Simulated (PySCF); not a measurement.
HS, charge -1, multiplicity 1. Atoms are numbered in the order given.

```xyz
2

S      0.0000     0.0000    -0.0793
H      0.0000     0.0000     1.2684
```
Charge -1, spin multiplicity 1.

Geometry: B3LYP-D3(BJ)/def2-TZVPD. The multiplicity is an assumed one; other spin states were not compared.

All values below come from B3LYP/def2-TZVPD (PySCF).

Isolated molecule, no solvent. A positive occupied level means that this level leaves the electron formally unbound; only the finite basis holds it.

Computed frontier levels, gap, dipole moment and polarisability:
The highest occupied level is 0.06 eV. The lowest empty level comes out as 4.46 eV. The orbital gap is 4.40 eV, the dipole moment about the centre of nuclear charge comes out as 0.51 D and the mean static polarisability is 51.4 bohr³ (7.62 Å³). The polarisability, principal values comes out as 42.6, 55.8, 55.8 bohr³.
